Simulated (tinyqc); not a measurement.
Worked calculation (part 1 of 2): CIS and TDHF on RHF in the sto-6g basis, for H2O, spin multiplicity 1. Computed by tinyqc, a small Python program that keeps every step (integrals from PySCF). Settings: charge = 0, multiplicity = 1, basis = sto-6g, method = RHF, energy threshold = 1e-10, iteration cap = 81, orthogonalisation = symmetric, start = Wolfsberg-Helmholz matrix, DIIS depth = 6, TDHF = 1. Command: `OMP_NUM_THREADS=1 python tinyqc.py 22494 22495 out.jsonl` (the two numbers bound the seeds that draw the settings). One thread of a shared host (Intel(R) Xeon(R) Processor @ 2.60GHz), about 0.1 s of CPU time with the checks. The early iterations of the SCF are left out here.

## One-electron integrals

Geometry (angstrom):
```
atom,x,y,z
O,0.000000,0.000000,0.000000
H,0.000000,0.838000,0.809000
H,0.000000,-0.838000,0.809000
```

Basis sto-6g: exponents (1/bohr^2) and contraction coefficients of normalised primitives:
```
element,l (shell),exponent,coefficient
O,s (1),1355.584234,0.009164
O,s (1),248.544885,0.049361
O,s (1),69.533902,0.168538
O,s (1),23.886772,0.370563
O,s (1),9.275933,0.416492
O,s (1),3.820341,0.130334
O,s (2),52.187762,-0.013253
O,s (2),10.329320,-0.046992
O,s (2),3.210345,-0.033785
O,s (2),1.235135,0.250242
O,s (2),0.536420,0.595117
O,s (2),0.245881,0.240706
O,p (3),52.187762,0.003760
O,p (3),10.329320,0.037679
O,p (3),3.210345,0.173897
O,p (3),1.235135,0.418036
O,p (3),0.536420,0.425860
O,p (3),0.245881,0.101708
H,s (1),35.523221,0.009164
H,s (1),6.513144,0.049361
H,s (1),1.822143,0.168538
H,s (1),0.625955,0.370563
H,s (1),0.243077,0.416492
H,s (1),0.100112,0.130334
```

Overlap, kinetic and nuclear-attraction integrals over the contracted functions; the nuclear repulsion is the sum of Za Zb / Rab.

nuclear repulsion = 7.58474711 hartree

overlap S:
```
,1O 1s,1O 2s,1O 2px,1O 2py,1O 2pz,2H 1s,3H 1s
1O 1s,1.000000,0.231145,0.000000,0.000000,0.000000,0.034356,0.034356
1O 2s,0.231145,1.000000,0.000000,0.000000,0.000000,0.351914,0.351914
1O 2px,0.000000,0.000000,1.000000,0.000000,0.000000,0.000000,0.000000
1O 2py,0.000000,0.000000,0.000000,1.000000,0.000000,0.226863,-0.226863
1O 2pz,0.000000,0.000000,0.000000,0.000000,1.000000,0.219012,0.219012
2H 1s,0.034356,0.351914,0.000000,0.226863,0.219012,1.000000,0.198322
3H 1s,0.034356,0.351914,0.000000,-0.226863,0.219012,0.198322,1.000000
```

kinetic energy T (hartree):
```
,1O 1s,1O 2s,1O 2px,1O 2py,1O 2pz,2H 1s,3H 1s
1O 1s,29.327197,-0.896024,0.000000,0.000000,0.000000,-0.006397,-0.006397
1O 2s,-0.896024,0.842618,0.000000,0.000000,0.000000,0.049609,0.049609
1O 2px,0.000000,0.000000,2.531309,0.000000,0.000000,0.000000,0.000000
1O 2py,0.000000,0.000000,0.000000,2.531309,0.000000,0.108086,-0.108086
1O 2pz,0.000000,0.000000,0.000000,0.000000,2.531309,0.104345,0.104345
2H 1s,-0.006397,0.049609,0.000000,0.108086,0.104345,0.768522,-0.003191
3H 1s,-0.006397,0.049609,0.000000,-0.108086,0.104345,-0.003191,0.768522
```

nuclear attraction V (hartree):
```
,1O 1s,1O 2s,1O 2px,1O 2py,1O 2pz,2H 1s,3H 1s
1O 1s,-62.166941,-6.361306,0.000000,0.000000,-0.015407,-1.079721,-1.079721
1O 2s,-6.361306,-9.905638,0.000000,0.000000,-0.179828,-2.643700,-2.643700
1O 2px,0.000000,0.000000,-9.853234,0.000000,0.000000,0.000000,0.000000
1O 2py,0.000000,0.000000,0.000000,-9.933984,0.000000,-1.499413,1.499413
1O 2pz,-0.015407,-0.179828,0.000000,0.000000,-9.928492,-1.498373,-1.498373
2H 1s,-1.079721,-2.643700,0.000000,-1.499413,-1.498373,-5.131472,-1.094643
3H 1s,-1.079721,-2.643700,0.000000,1.499413,-1.498373,-1.094643,-5.131472
```

core Hamiltonian H = T + V (hartree):
```
,1O 1s,1O 2s,1O 2px,1O 2py,1O 2pz,2H 1s,3H 1s
1O 1s,-32.839744,-7.257330,0.000000,0.000000,-0.015407,-1.086118,-1.086118
1O 2s,-7.257330,-9.063020,0.000000,0.000000,-0.179828,-2.594091,-2.594091
1O 2px,0.000000,0.000000,-7.321925,0.000000,0.000000,0.000000,0.000000
1O 2py,0.000000,0.000000,0.000000,-7.402675,0.000000,-1.391328,1.391328
1O 2pz,-0.015407,-0.179828,0.000000,0.000000,-7.397183,-1.394028,-1.394028
2H 1s,-1.086118,-2.594091,0.000000,-1.391328,-1.394028,-4.362950,-1.097834
3H 1s,-1.086118,-2.594091,0.000000,1.391328,-1.394028,-1.097834,-4.362950
```

## Two-electron integrals

Functions are numbered as in S; the eight-fold symmetry (ij|kl) = (ji|kl) = (kl|ij) leaves the list below.

Two-electron integrals (ij|kl) in chemists' order, unique and non-zero (hartree):
```
i,j,k,l,(ij|kl)
1,1,1,1,4.787491
2,1,1,1,0.675884
2,1,2,1,0.121505
2,2,1,1,1.117379
2,2,2,1,0.249212
2,2,2,2,0.817383
3,1,3,1,0.025762
3,2,3,1,0.039145
3,2,3,2,0.180664
3,3,1,1,1.117381
3,3,2,1,0.249212
3,3,2,2,0.817382
3,3,3,3,0.880663
4,1,4,1,0.025762
4,2,4,1,0.039145
4,2,4,2,0.180664
4,3,4,3,0.047461
4,4,1,1,1.117381
4,4,2,1,0.249212
4,4,2,2,0.817382
4,4,3,3,0.785741
4,4,4,4,0.880663
5,1,5,1,0.025762
5,2,5,1,0.039145
5,2,5,2,0.180664
5,3,5,3,0.047461
5,4,5,4,0.047461
5,5,1,1,1.117381
5,5,2,1,0.249212
5,5,2,2,0.817382
5,5,3,3,0.785741
5,5,4,4,0.785741
5,5,5,5,0.880663
6,1,1,1,0.106865
6,1,2,1,0.018427
6,1,2,2,0.037013
6,1,3,3,0.036935
6,1,4,1,0.000651
6,1,4,2,0.001277
6,1,4,4,0.037056
6,1,5,1,0.000628
6,1,5,2,0.001233
6,1,5,4,0.000117
6,1,5,5,0.037048
6,1,6,1,0.002848
6,2,1,1,0.278855
6,2,2,1,0.063158
6,2,2,2,0.231790
6,2,3,3,0.227824
6,2,4,1,0.003655
6,2,4,2,0.027809
6,2,4,4,0.233982
6,2,5,1,0.003528
6,2,5,2,0.026847
6,2,5,4,0.005945
6,2,5,5,0.233563
6,2,6,1,0.009647
6,2,6,2,0.084490
6,3,3,1,0.006761
6,3,3,2,0.038894
6,3,4,3,0.005640
6,3,5,3,0.005445
6,3,6,3,0.011452
6,4,1,1,0.151482
6,4,2,1,0.034773
6,4,2,2,0.136045
6,4,3,3,0.130076
6,4,4,1,0.008483
6,4,4,2,0.054000
6,4,4,4,0.144787
6,4,5,1,0.001663
6,4,5,2,0.014583
6,4,5,4,0.008757
6,4,5,5,0.133273
6,4,6,1,0.005534
6,4,6,2,0.060259
6,4,6,4,0.053886
6,5,1,1,0.146240
6,5,2,1,0.033570
6,5,2,2,0.131337
6,5,3,3,0.125574
6,5,4,1,0.001663
6,5,4,2,0.014583
6,5,4,4,0.128886
6,5,5,1,0.008366
6,5,5,2,0.052972
6,5,5,4,0.008837
6,5,5,5,0.139551
6,5,6,1,0.005342
6,5,6,2,0.058174
6,5,6,4,0.040966
6,5,6,5,0.051000
6,6,1,1,0.446813
6,6,2,1,0.103070
6,6,2,2,0.434396
6,6,3,3,0.417924
6,6,4,1,0.007154
6,6,4,2,0.075996
6,6,4,4,0.443501
6,6,5,1,0.006907
6,6,5,2,0.073366
6,6,5,4,0.024692
6,6,5,5,0.441761
6,6,6,1,0.015867
6,6,6,2,0.208306
6,6,6,4,0.169176
6,6,6,5,0.163322
6,6,6,6,0.774999
7,1,1,1,0.106865
7,1,2,1,0.018427
7,1,2,2,0.037013
7,1,3,3,0.036935
7,1,4,1,-0.000651
7,1,4,2,-0.001277
7,1,4,4,0.037056
7,1,5,1,0.000628
7,1,5,2,0.001233
7,1,5,4,-0.000117
7,1,5,5,0.037048
7,1,6,1,0.002812
7,1,6,2,0.009370
7,1,6,4,0.004926
7,1,6,5,0.005193
7,1,6,6,0.015286
7,1,7,1,0.002848
7,2,1,1,0.278855
7,2,2,1,0.063158
7,2,2,2,0.231790
7,2,3,3,0.227824
7,2,4,1,-0.003655
7,2,4,2,-0.027809
7,2,4,4,0.233982
7,2,5,1,0.003528
7,2,5,2,0.026847
7,2,5,4,-0.005945
7,2,5,5,0.233563
7,2,6,1,0.009370
7,2,6,2,0.068861
7,2,6,4,0.034000
7,2,6,5,0.046239
7,2,6,6,0.138782
7,2,7,1,0.009647
7,2,7,2,0.084490
7,3,3,1,0.006761
7,3,3,2,0.038894
7,3,4,3,-0.005640
7,3,5,3,0.005445
7,3,6,3,0.009052
7,3,7,3,0.011452
7,4,1,1,-0.151482
7,4,2,1,-0.034773
7,4,2,2,-0.136045
7,4,3,3,-0.130076
7,4,4,1,0.008483
7,4,4,2,0.054000
7,4,4,4,-0.144787
7,4,5,1,-0.001663
7,4,5,2,-0.014583
7,4,5,4,0.008757
7,4,5,5,-0.133273
7,4,6,1,-0.004926
7,4,6,2,-0.034000
7,4,6,4,-0.008214
7,4,6,5,-0.022367
7,4,6,6,-0.062115
7,4,7,1,-0.005534
7,4,7,2,-0.060259
7,4,7,4,0.053886
7,5,1,1,0.146240
7,5,2,1,0.033570
7,5,2,2,0.131337
7,5,3,3,0.125574
7,5,4,1,-0.001663
7,5,4,2,-0.014583
7,5,4,4,0.128886
7,5,5,1,0.008366
7,5,5,2,0.052972
7,5,5,4,-0.008837
7,5,5,5,0.139551
7,5,6,1,0.005193
7,5,6,2,0.046239
7,5,6,4,0.022367
7,5,6,5,0.039569
7,5,6,6,0.101686
7,5,7,1,0.005342
7,5,7,2,0.058174
7,5,7,4,-0.040966
7,5,7,5,0.051000
7,6,1,1,0.106462
7,6,2,1,0.024417
7,6,2,2,0.098588
7,6,3,3,0.096022
7,6,4,4,0.097517
7,6,5,1,0.002023
7,6,5,2,0.018939
7,6,5,5,0.102225
7,6,6,1,0.003702
7,6,6,2,0.037302
7,6,6,4,0.023046
7,6,6,5,0.028869
7,6,6,6,0.100921
7,6,7,1,0.003702
7,6,7,2,0.037302
7,6,7,4,-0.023046
7,6,7,5,0.028869
7,6,7,6,0.021426
7,7,1,1,0.446813
7,7,2,1,0.103070
7,7,2,2,0.434396
7,7,3,3,0.417924
7,7,4,1,-0.007154
7,7,4,2,-0.075996
7,7,4,4,0.443501
7,7,5,1,0.006907
7,7,5,2,0.073366
7,7,5,4,-0.024692
7,7,5,5,0.441761
7,7,6,1,0.015286
7,7,6,2,0.138782
7,7,6,4,0.062115
7,7,6,5,0.101686
7,7,6,6,0.312301
7,7,7,1,0.015867
7,7,7,2,0.208306
7,7,7,4,-0.169176
7,7,7,5,0.163322
7,7,7,6,0.100921
7,7,7,7,0.774999
```

## Orthogonalisation

S = U s U^T; symmetric (Loewdin) form X = U s^(-1/2) U^T, so that X^T S X = 1.

eigenvalues of S: 0.475036  0.565032  0.880075  1.000000  1.111222  1.236646  1.731988

X:
```
,1O 1s,1O 2s,1O 2px,1O 2py,1O 2pz,2H 1s,3H 1s
1O 1s,1.022116,-0.130308,0.000000,0.000000,-0.006493,0.015775,0.015775
1O 2s,-0.130308,1.127550,0.000000,0.000000,0.064983,-0.193086,-0.193086
1O 2px,0.000000,0.000000,1.000000,0.000000,0.000000,0.000000,0.000000
1O 2py,0.000000,0.000000,0.000000,1.051143,0.000000,-0.145620,0.145620
1O 2pz,-0.006493,0.064983,0.000000,0.000000,1.039581,-0.118034,-0.118034
2H 1s,0.015775,-0.193086,0.000000,-0.145620,-0.118034,1.107269,-0.071174
3H 1s,0.015775,-0.193086,0.000000,0.145620,-0.118034,-0.071174,1.107269
```

## Iteration 8 (converged): orbitals

converged F (hartree):
```
,1O 1s,1O 2s,1O 2px,1O 2py,1O 2pz,2H 1s,3H 1s
1O 1s,-20.541855,-4.966784,0.000000,0.000000,-0.023083,-0.745623,-0.745623
1O 2s,-4.966784,-2.304696,0.000000,0.000000,-0.063376,-0.714356,-0.714356
1O 2px,0.000000,0.000000,-0.400188,0.000000,0.000000,0.000000,0.000000
1O 2py,0.000000,0.000000,0.000000,-0.218870,0.000000,-0.317639,0.317639
1O 2pz,-0.023083,-0.063376,0.000000,0.000000,-0.253060,-0.336979,-0.336979
2H 1s,-0.745623,-0.714356,0.000000,-0.317639,-0.336979,-0.373627,-0.252187
3H 1s,-0.745623,-0.714356,0.000000,0.317639,-0.336979,-0.252187,-0.373627
```

Diagonalise F' = X^T F X, C = X C', fill 5 alpha and 5 beta electrons from the bottom; D = 2 C_occ C_occ^T. Each column has its largest component positive (the first on a tie).

F' = X^T F X (hartree):
```
,1,2,3,4,5,6,7
1,-20.218794,-2.496059,0.000000,0.000000,-0.045070,-0.093133,-0.093133
2,-2.496059,-1.312053,0.000000,0.000000,0.098851,-0.353981,-0.353981
3,0.000000,0.000000,-0.400188,0.000000,0.000000,0.000000,0.000000
4,0.000000,0.000000,0.000000,-0.052500,0.000000,-0.352592,0.352592
5,-0.045070,0.098851,0.000000,0.000000,-0.120556,-0.305116,-0.305116
6,-0.093133,-0.353981,0.000000,-0.352592,-0.305116,-0.039090,-0.079194
7,-0.093133,-0.353981,0.000000,0.352592,-0.305116,-0.079194,-0.039090
```

orbital energies (hartree): MO1 -20.544698, MO2 -1.206912, MO3 -0.506984, MO4 -0.456658, MO5 -0.400188, MO6 0.438581, MO7 0.494587

coefficients C:
```
,MO1,MO2,MO3,MO4,MO5,MO6,MO7
1O 1s,0.996937,-0.230003,0.000000,0.085497,0.000000,-0.090257,0.000000
1O 2s,0.013661,0.909182,0.000000,-0.464684,0.000000,0.569568,0.000000
1O 2px,0.000000,0.000000,0.000000,0.000000,1.000000,0.000000,0.000000
1O 2py,0.000000,0.000000,0.638147,0.000000,0.000000,0.000000,0.860279
1O 2pz,0.002175,0.074670,0.000000,0.702955,0.000000,0.783027,0.000000
2H 1s,-0.002434,0.130160,0.453698,0.359959,0.000000,-0.664598,-0.713952
3H 1s,-0.002434,0.130160,-0.453698,0.359959,0.000000,-0.664598,0.713952
```

D after iteration 8:
```
,1O 1s,1O 2s,1O 2px,1O 2py,1O 2pz,2H 1s,3H 1s
1O 1s,2.108189,-0.470450,0.000000,0.000000,0.090189,-0.003177,-0.003177
1O 2s,-0.470450,2.085459,0.000000,0.000000,-0.517467,-0.097924,-0.097924
1O 2px,0.000000,0.000000,2.000000,0.000000,0.000000,0.000000,0.000000
1O 2py,0.000000,0.000000,0.000000,0.814463,0.000000,0.579052,-0.579052
1O 2pz,0.090189,-0.517467,0.000000,0.000000,0.999451,0.525498,0.525498
2H 1s,-0.003177,-0.097924,0.000000,0.579052,0.525498,0.704720,-0.118647
3H 1s,-0.003177,-0.097924,0.000000,-0.579052,0.525498,-0.118647,0.704720
```

## Convergence

Stop when the energy changes by less than 1e-10 hartree and every element of the error matrix X^T (F D S - S D F) X is below 3e-06.

Course of the cycle:
```
iteration,E (hartree),change,largest element of the error matrix
1,-75.09274035,-,4.77e-01
2,-75.60617426,-5.13e-01,1.25e-01
3,-75.62821942,-2.20e-02,3.70e-02
4,-75.63011841,-1.90e-03,7.32e-03
5,-75.63023786,-1.19e-04,2.26e-03
6,-75.63025951,-2.17e-05,5.05e-05
7,-75.63025951,-4.72e-09,4.78e-07
8,-75.63025951,-2.70e-13,3.54e-09
```

PySCF RHF in the same basis = -75.63025951 hartree

Converged in 8 iterations.

## Integrals over molecular orbitals

(pq|rs) = sum C_ip C_jq C_kr C_ls (ij|kl), one index at a time.

one-electron integrals over orbitals h = C^T H C (hartree):
```
,1,2,3,4,5,6,7
1,-32.827505,0.581803,0.000000,-0.209947,0.000000,0.230450,0.000000
2,0.581803,-7.595857,0.000000,0.570193,0.000000,-1.151241,0.000000
3,0.000000,0.000000,-5.970100,0.000000,0.000000,0.000000,-1.766987
4,-0.209947,0.570193,0.000000,-6.384180,0.000000,-1.426439,0.000000
5,0.000000,0.000000,0.000000,0.000000,-7.321925,0.000000,0.000000
6,0.230450,-1.151241,0.000000,-1.426439,0.000000,-5.410093,0.000000
7,0.000000,0.000000,-1.766987,0.000000,0.000000,0.000000,-5.389007
```

Two-electron integrals over orbitals (pq|rs), unique and non-zero (hartree):
```
p,q,r,s,(pq|rs)
1,1,1,1,4.764078
2,1,1,1,-0.444141
2,1,2,1,0.066749
2,2,1,1,1.043673
2,2,2,1,-0.017060
2,2,2,2,0.730519
3,1,3,1,0.011669
3,2,3,1,0.017384
3,2,3,2,0.125455
3,3,1,1,0.770476
3,3,2,1,-0.004830
3,3,2,2,0.615910
3,3,3,3,0.590129
4,1,1,1,0.168542
4,1,2,1,-0.023871
4,1,2,2,0.011915
4,1,3,3,0.005135
4,1,4,1,0.023568
4,2,1,1,-0.162594
4,2,2,1,0.008446
4,2,2,2,-0.034140
4,2,3,3,-0.000021
4,2,4,1,0.016532
4,2,4,2,0.129206
4,3,3,1,-0.002917
4,3,3,2,0.025269
4,3,4,3,0.060222
4,4,1,1,0.892420
4,4,2,1,-0.010100
4,4,2,2,0.646250
4,4,3,3,0.559063
4,4,4,1,-0.007278
4,4,4,2,-0.081754
4,4,4,4,0.659159
5,1,5,1,0.026634
5,2,5,1,0.033418
5,2,5,2,0.153102
5,3,5,3,0.026848
5,4,5,1,-0.011693
5,4,5,2,-0.044122
5,4,5,4,0.045176
5,5,1,1,1.117106
5,5,2,1,-0.011704
5,5,2,2,0.760636
5,5,3,3,0.603142
5,5,4,1,0.004209
5,5,4,2,-0.085897
5,5,4,4,0.665534
5,5,5,5,0.880663
6,1,1,1,-0.183004
6,1,2,1,0.029359
6,1,2,2,-0.002025
6,1,3,3,0.001051
6,1,4,1,0.003780
6,1,4,2,0.021511
6,1,4,4,-0.014306
6,1,5,5,-0.004517
6,1,6,1,0.026505
6,2,1,1,0.253308
6,2,2,1,-0.006098
6,2,2,2,0.127694
6,2,3,3,0.068938
6,2,4,1,0.018677
6,2,4,2,0.037275
6,2,4,4,0.049539
6,2,5,5,0.132412
6,2,6,1,0.012649
6,2,6,2,0.095335
6,3,3,1,0.002971
6,3,3,2,-0.026855
6,3,4,3,-0.036699
6,3,6,3,0.067404
6,4,1,1,0.292105
6,4,2,1,-0.003666
6,4,2,2,0.141498
6,4,3,3,0.055942
6,4,4,1,-0.000629
6,4,4,2,-0.063876
6,4,4,4,0.129857
6,4,5,5,0.165219
6,4,6,1,-0.003288
6,4,6,2,0.053491
6,4,6,4,0.115576
6,5,5,1,0.011607
6,5,5,2,0.046220
6,5,5,4,0.008592
6,5,6,5,0.033404
6,6,1,1,0.804694
6,6,2,1,-0.007974
6,6,2,2,0.601161
6,6,3,3,0.549770
6,6,4,1,0.016254
6,6,4,2,0.038487
6,6,4,4,0.550896
6,6,5,5,0.586927
6,6,6,1,0.009234
6,6,6,2,0.095575
6,6,6,4,0.061367
6,6,6,6,0.588235
7,1,3,1,0.014492
7,1,3,2,0.020743
7,1,4,3,-0.003694
7,1,6,3,0.003313
7,1,7,1,0.018016
7,2,3,1,0.015130
7,2,3,2,0.057628
7,2,4,3,-0.031657
7,2,6,3,0.028674
7,2,7,1,0.018136
7,2,7,2,0.067748
7,3,1,1,0.372985
7,3,2,1,-0.006664
7,3,2,2,0.170937
7,3,3,3,0.092130
7,3,4,1,-0.000417
7,3,4,2,-0.083490
7,3,4,4,0.124861
7,3,5,5,0.205832
7,3,6,1,-0.005348
7,3,6,2,0.062389
7,3,6,4,0.114877
7,3,6,6,0.050108
7,3,7,3,0.167201
7,4,3,1,-0.008133
7,4,3,2,-0.072104
7,4,4,3,-0.021512
7,4,6,3,0.055792
7,4,7,1,-0.010057
7,4,7,2,-0.014589
7,4,7,4,0.075549
7,5,5,3,0.023763
7,5,7,5,0.023715
7,6,3,1,0.006827
7,6,3,2,0.076362
7,6,4,3,0.065850
7,6,6,3,-0.058317
7,6,7,1,0.008212
7,6,7,2,-0.006031
7,6,7,4,-0.063902
7,6,7,6,0.108000
7,7,1,1,0.801583
7,7,2,1,-0.007718
7,7,2,2,0.594759
7,7,3,3,0.573478
7,7,4,1,0.003604
7,7,4,2,-0.012881
7,7,4,4,0.557986
7,7,5,5,0.590106
7,7,6,1,-0.002255
7,7,6,2,0.055581
7,7,6,4,0.046904
7,7,6,6,0.548099
7,7,7,3,0.081407
7,7,7,7,0.578987
```

## CIS matrix, singlets

A(ia,jb) = (e_a - e_i) d_ij d_ab + 2 (ia|jb) - (ij|ab).

CIS matrix A, singlet (hartree):
```
,1>6,1>7,2>6,2>7,3>6,3>7,4>6,4>7,5>6,5>7
1>6,20.231593,0.000000,0.033272,0.000000,0.000000,-0.017522,-0.022830,0.000000,0.000000,0.000000
1>7,0.000000,20.273735,0.000000,0.043991,-0.000200,0.000000,0.000000,-0.023718,0.000000,0.000000
2>6,0.033272,0.000000,1.235001,0.000000,0.000000,0.048416,0.068495,0.000000,0.000000,0.000000
2>7,0.000000,0.043991,0.000000,1.242237,-0.019015,0.000000,0.000000,-0.016297,0.000000,0.000000
3>6,0.000000,-0.000200,0.000000,-0.019015,0.530602,0.000000,0.000000,0.045734,0.000000,0.000000
3>7,-0.017522,0.000000,0.048416,0.000000,0.000000,0.762495,0.163905,0.000000,0.000000,0.000000
4>6,-0.022830,0.000000,0.068495,0.000000,0.000000,0.163905,0.575495,0.000000,0.000000,0.000000
4>7,0.000000,-0.023718,0.000000,-0.016297,0.045734,0.000000,0.000000,0.544357,0.000000,0.000000
5>6,0.000000,0.000000,0.000000,0.000000,0.000000,0.000000,0.000000,0.000000,0.318649,0.000000
5>7,0.000000,0.000000,0.000000,0.000000,0.000000,0.000000,0.000000,0.000000,0.000000,0.352099
```

## CIS singlet states

dipole integrals <i|r|a> (bohr):
```
,x,y,z
1>6,0.000000,0.000000,0.045790
1>7,0.000000,0.049694,0.000000
2>6,0.000000,0.000000,-0.041600
2>7,0.000000,-0.034921,0.000000
3>6,0.000000,-0.821191,0.000000
3>7,0.000000,0.000000,-0.813135
4>6,0.000000,0.000000,-0.759100
4>7,0.000000,-0.826048,0.000000
5>6,0.060593,0.000000,0.000000
5>7,0.000000,0.000000,0.000000
```

Diagonalise A (1 hartree = 27.211386 eV); each vector has its largest component positive (the first on a tie). The transition dipole is mu = sqrt2 sum c_ia <i|r|a>.

singlet excitation energies (eV): 8.670881  9.581113  13.024544  13.366237  15.858374  22.937249  33.825969  34.050118  550.532435  551.679992

lowest vectors:
```
,state 1,state 2,state 3,state 4,state 5,state 6
1>6,0.000000,0.000000,0.000645,0.000000,0.000000,0.001663
1>7,0.000000,0.000000,0.000000,-0.000785,0.000836,0.000000
2>6,0.000000,0.000000,-0.047093,0.000000,0.000000,-0.189480
2>7,0.000000,0.000000,0.000000,0.005117,0.037451,0.000000
3>6,0.000000,0.000000,0.000000,0.758641,0.650895,0.000000
3>7,0.000000,0.000000,-0.493432,0.000000,0.000000,0.858099
4>6,0.000000,0.000000,0.868508,0.000000,0.000000,0.477242
4>7,0.000000,0.000000,0.000000,-0.651488,0.758243,0.000000
5>6,1.000000,0.000000,0.000000,0.000000,0.000000,0.000000
5>7,0.000000,1.000000,0.000000,0.000000,0.000000,0.000000
```

oscillator strengths 2/3 w |mu|^2: 0.001560  0.000000  0.041847  0.004737  1.049420  1.243988

## TDHF (RPA) singlet states

B(ia,jb) = 2 (ia|jb) - (ib|ja); the squared energies are the eigenvalues of (A - B)(A + B); 1 hartree = 27.211386 eV.

TDHF matrix B, singlet (hartree):
```
,1>6,1>7,2>6,2>7,3>6,3>7,4>6,4>7,5>6,5>7
1>6,0.026505,0.000000,0.012649,0.000000,0.000000,-0.014009,-0.003288,0.000000,0.000000,0.000000
1>7,0.000000,0.018016,0.000000,0.018136,0.011974,0.000000,0.000000,-0.010057,0.000000,0.000000
2>6,0.012649,0.000000,0.095335,0.000000,0.000000,0.096105,0.053491,0.000000,0.000000,0.000000
2>7,0.000000,0.018136,0.000000,0.067748,-0.005042,0.000000,0.000000,-0.014589,0.000000,0.000000
3>6,0.000000,0.011974,0.000000,-0.005042,0.067404,0.000000,0.000000,-0.003294,0.000000,0.000000
3>7,-0.014009,0.000000,0.096105,0.000000,0.000000,0.167201,0.173963,0.000000,0.000000,0.000000
4>6,-0.003288,0.000000,0.053491,0.000000,0.000000,0.173963,0.115576,0.000000,0.000000,0.000000
4>7,0.000000,-0.010057,0.000000,-0.014589,-0.003294,0.000000,0.000000,0.075549,0.000000,0.000000
5>6,0.000000,0.000000,0.000000,0.000000,0.000000,0.000000,0.000000,0.000000,0.033404,0.000000
5>7,0.000000,0.000000,0.000000,0.000000,0.000000,0.000000,0.000000,0.000000,0.000000,0.023715
```

squared energies w^2 (hartree^2): 0.100421  0.123412  0.225413  0.235726  0.334896  0.620806  1.524064  1.540173  409.320018  411.028195

TDHF energies from the positive w^2 (eV): 8.623106  9.559356  12.919348  13.211569  15.747274  21.440186  33.593267  33.770344  550.531482  551.679027

## CIS matrix, triplets

A(ia,jb) = (e_a - e_i) d_ij d_ab - (ij|ab).

CIS matrix A, triplet (hartree):
```
,1>6,1>7,2>6,2>7,3>6,3>7,4>6,4>7,5>6,5>7
1>6,20.178584,0.000000,0.007974,0.000000,0.000000,-0.006827,-0.016254,0.000000,0.000000,0.000000
1>7,0.000000,20.237703,0.000000,0.007718,-0.006827,0.000000,0.000000,-0.003604,0.000000,0.000000
2>6,0.007974,0.000000,1.044331,0.000000,0.000000,-0.076362,-0.038487,0.000000,0.000000,0.000000
2>7,0.000000,0.007718,0.000000,1.106741,-0.076362,0.000000,0.000000,0.012881,0.000000,0.000000
3>6,0.000000,-0.006827,0.000000,-0.076362,0.395795,0.000000,0.000000,-0.065850,0.000000,0.000000
3>7,-0.006827,0.000000,-0.076362,0.000000,0.000000,0.428093,-0.065850,0.000000,0.000000,0.000000
4>6,-0.016254,0.000000,-0.038487,0.000000,0.000000,-0.065850,0.344343,0.000000,0.000000,0.000000
4>7,0.000000,-0.003604,0.000000,0.012881,-0.065850,0.000000,0.000000,0.393259,0.000000,0.000000
5>6,0.000000,0.000000,0.000000,0.000000,0.000000,0.000000,0.000000,0.000000,0.251841,0.000000
5>7,0.000000,0.000000,0.000000,0.000000,0.000000,0.000000,0.000000,0.000000,0.000000,0.304669
```
